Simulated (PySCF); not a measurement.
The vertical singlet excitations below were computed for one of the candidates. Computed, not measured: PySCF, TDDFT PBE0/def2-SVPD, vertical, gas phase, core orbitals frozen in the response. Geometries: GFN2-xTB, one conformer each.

```csv
state,λ (nm),f
S1,237.0,0.0000
S2,194.7,0.0002
S3,180.3,0.015
S4,160.7,0.025
S5,157.4,0.0013
S6,155.4,0.049
S7,153.7,0.013
S8,150.3,0.0014
```

Triplets computed (Tamm–Dancoff): 4.68, 5.83, 6.21 eV.

**Question.** Which structure fits? All have the formula C4H7ClO.
A. `Cl[C@@H]1CCOC1`
B. `CO[C@@H]1C[C@H]1Cl`
C. `ClCC1COC1`
D. `CCCC(=O)Cl`

**Answer.** D. Its S1, at 5.23 eV, is the lowest among the candidates; the nearest of the others has S1 at 6.47 eV. S1 is HOMO→LUMO (98%). S1 has the pattern of n→π* at C=O. At the same level the other candidates give, for their lowest levels:
- `ClCC1COC1`: 184 nm (f 0.015); 178 nm (f 0.001); 169 nm (f 0.003); 168 nm (f 0.005); 167 nm (f 0.004); T1 6.57 eV; HOMO -7.52, LUMO 0.28 eV
- `CO[C@@H]1C[C@H]1Cl`: 192 nm (f 0.008); 174 nm (f 0.006); 170 nm (f 0.008); 169 nm (f 0.015); 163 nm (f 0.026); T1 5.93 eV; HOMO -7.37, LUMO 0.53 eV
- `Cl[C@@H]1CCOC1`: 179 nm (f 0.006); 172 nm (f 0.000); 169 nm (f 0.005); 169 nm (f 0.002); 158 nm (f 0.028); T1 6.54 eV; HOMO -7.79, LUMO 0.39 eV

Conformer computed: `[CH3:1][CH2:2][CH2:3][C:4](=[O:5])[Cl:6]`: C1–C2–C3–C4 180°, C2–C3–C4–O5 0°.
